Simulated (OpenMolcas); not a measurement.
## Potential curves of BC: spin-free states

Computed with OpenMolcas 26.06: state-averaged CASSCF(7,8) over C 2s 2p, B 2s 2p, XMS-CASPT2 (IPEA 0.25, imaginary shift 0.2 hartree), scalar X2C, ANO-RCC-VTZP, then RASSI spin–orbit state interaction with atomic mean-field integrals. C2 symmetry about the axis (a holds Σ, Δ, Γ; b holds Π, Φ, H; Σ⁺ and Σ⁻ are not told apart); roots by multiplicity and irrep: 4a 5, 2b 6, 2a 7, 4b 4, 6b 2.

XMS-CASPT2 energies in eV from the lowest point. Curves are followed by energy order within each symmetry, so they are adiabatic and may change character at avoided crossings; Σ⁺ and Σ⁻ are counted together.

| R (Å) | (1)4Σ | (1)4Π | (1)2Δ | (2)2Σ | (1)6Π |
| --- | --- | --- | --- | --- | --- |
| 1.279 | 1.085 | 1.278 | 2.286 | 2.558 | 5.799 |
| 1.353 | 0.417 | 1.026 | 1.587 | 1.969 | 4.849 |
| 1.420 | 0.108 | 1.060 | 1.249 | 1.654 | 4.335 |
| 1.487 | 0.000 | 1.273 | 1.122 | 1.532 | 4.054 |
| 1.561 | 0.043 | 1.638 | 1.145 | 1.555 | 3.940 |
| 1.636 | 0.198 | 2.076 | 1.283 | 1.691 | 3.973 |
| 1.740 | 0.526 | 2.726 | 1.607 | 1.997 | 4.181 |
| 1.874 | 1.028 | 3.493 | 2.098 | 2.472 | 4.602 |
| 2.082 | 1.811 | 4.060 | 2.894 | 3.212 | 5.367 |
| 2.379 | 2.752 | 4.348 | 3.778 | 4.001 | 6.361 |
| 2.825 | 3.703 | 4.382 | 4.348 | 4.405 | 7.319 |

Question: With masses 12.000 and 11.009 u, fit the curves (1)4Σ, (1)4Π, (1)6Π near their minima.

Answer: At XMS-CASPT2, Te from the lowest curve (the fit fixes ωe to a per cent or two; the method's Re and ωe can be off by some per cent):

| curve | Te (cm⁻¹) | Re (Å) | ωe (cm⁻¹) |
| --- | --- | --- | --- |
| (1)4Σ | 0 | 1.502 | 1166.2 |
| (1)4Π | 8200 | 1.375 | 1535.5 |
| (1)6Π | 31770 | 1.578 | 1073.5 |

The 5 lowest clean curves are shown; the next is (1)4Δ, from 4.13 eV. Left out for impure symmetry, kinks or missing points, though low: (1)2Π, (1)2Σ, (3)2Σ, (2)2Π, (2)4Σ, (3)2Π, (2)2Δ. Only roots inside an energy window near the equilibrium distance were included, so the list of states is not complete; labels number the states computed. Each spin and symmetry block has orbitals of its own, averaged over its own roots, so gaps between blocks are less sure than gaps within one and near the minimum can be off by tenths of an eV, in bad cases by more. No Rydberg orbitals are active, so Rydberg states, and σ→σ* states whose orbital the CASSCF left unused, can be missing between those listed. CASPT2 splits the two components of degenerate states numerically, here by up to 86 cm⁻¹. At stretched bonds a block can hold a wrong CASSCF solution and miss its lowest state; points past a visible jump are left out. No roots were computed in block 6a (none fell in the window or the block failed), so states of that kind are missing and can lie low or lowest. Points that failed a check (symmetry, reference weights, a jump) are left out.
